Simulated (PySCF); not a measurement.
3-pentanol, C5H12O.
Bonds: C1–C2, C2–C3, C3–O4, C3–C5, C5–C6. Hydrogens: H7, H8, H9 on C1; H10, H11 on C2; H12 on C3; H13 on O4; H14, H15 on C5; H16, H17, H18 on C6.

The geometry is computed with GFN2-xTB (gas phase).

Q: Give the optimised bond lengths and angles.

A: 
| bond | length (Å) | order |
| --- | --- | --- |
| C1–C2, C5–C6 | 1.524 | single |
| C2–C3, C3–C5 | 1.536 | single |
| C3–O4 | 1.411 | single |
| C1–H7 and 5 like bonds | 1.087 | single |
| C2–H10, C5–H14 | 1.091 | single |
| C2–H11, C5–H15 | 1.094 | single |
| C3–H12 | 1.095 | single |
| O4–H13 | 0.965 | single |

Bonds in one row agree within 0.01 Å and their mean is given. Orders are formal, as drawn. A selection of angles:
| angle | degrees |
| --- | --- |
| C2–C1–H7 | 110.7 |
| C2–C1–H8 | 110.2 |
| H7–C1–H8 | 108.8 |
| H8–C1–H9 | 108.2 |
| C1–C2–C3 | 111.7 |
| C1–C2–H10 | 109.8 |
| C1–C2–H11 | 109.6 |
| C3–C2–H10 | 109.0 |
| C3–C2–H11 | 108.7 |
| H10–C2–H11 | 107.8 |
| C2–C3–O4 | 111.3 |
| C2–C3–C5 | 111.0 |
| C2–C3–H12 | 109.3 |
| O4–C3–H12 | 104.4 |
| C3–O4–H13 | 108.1 |

Torsions: C1–C2–C3–O4 -60° (synclinal); C2–C3–C5–C6 -176° (antiperiplanar); H13–O4–C3–C2 -62° (synclinal).

Of the pairs four or more bonds apart, O4···H17 is among the closest relative to their van der Waals radii: 2.58 Å, 95 % of the sum of Bondi's values.

Point group: Cs (tolerance 0.08 Å). Not checked by GFN2-xTB frequencies. The numbers are those of one conformer (C1–C2–C3–O4 -60°, C2–C3–O4–H -62°, C2–C3–C5–C6 -176°).
